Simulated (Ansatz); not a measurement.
Born–Oppenheimer molecular dynamics of BH6NO (9 atoms, charge 0, multiplicity 1). It starts at the highest image of a converged band. Of that band: Beside the main top the profile has a ripple of under 15 meV (maxima at images 3, 5), which may be a very shallow well or noise. Neighbouring images differ by up to 2.1 eV, so the band resolves the path poorly. A vibrational analysis at the climbing image gives one clearly imaginary mode, 1534i cm⁻¹: a first-order saddle point.

Method: RKS BLYP/def2-mTZVP in Ansatz 0.2.0.

```json
{
 "ensemble": "NVE (velocity Verlet)",
 "time step": "0.5 fs",
 "steps asked": "200",
 "starting velocities drawn for": "100 K",
 "seed": "3606"
}
```

First frame:

```xyz
9
Properties=species:S:1:pos:R:3
B 0.040 0.134 0.250
N -0.117 0.118 1.825
H -0.954 -0.295 2.235
H 0.725 -0.133 2.347
O 1.213 -0.510 -0.192
H 1.235 -0.627 -1.160
H -1.009 0.025 -0.331
H 0.229 1.587 0.234
H 0.009 1.306 1.223
```

(1) How far do the bonds stretch over the last three quarters of this one trajectory? (Pairs bonded in most of those frames.)

Answers

(1) 
| bond | mean (Å) | spread (Å) | shortest | longest |
| --- | --- | --- | --- | --- |
| B1–O5 | 1.416 | 0.053 | 1.35 | 1.53 |
| B1–H7 | 1.209 | 0.013 | 1.17 | 1.23 |
| B1–H8 | 1.217 | 0.051 | 1.13 | 1.29 |
| N2–H3 | 1.035 | 0.019 | 0.99 | 1.07 |
| N2–H4 | 1.034 | 0.033 | 0.96 | 1.11 |
| N2–H9 | 1.038 | 0.059 | 0.95 | 1.14 |
| O5–H6 | 0.980 | 0.012 | 0.96 | 1.00 |

Pairs bonded in part of these frames only: B1–N2 11 %.

Mean temperature of the second half: 834 K. The conserved energy stayed within 0.42 meV per atom of its start (net change -0.23 meV per atom), so the integration is sound. The kinetic energy rose, since the run started high on the potential surface and went downhill. It ends in pieces (BH3O + H3N), so much of that is their flight and rotation, not heat. A run of 0.1 ps of so small a system gives no equilibrium averages. The orbitals stay closed-shell, which can raise the energy where a bond breaks towards radicals; this wasn't checked here.

The run took 6.3 min on 1 thread of AMD EPYC 7R43 64-Core Processor (Zen 3), on a shared host, peak memory 0.14 GiB.
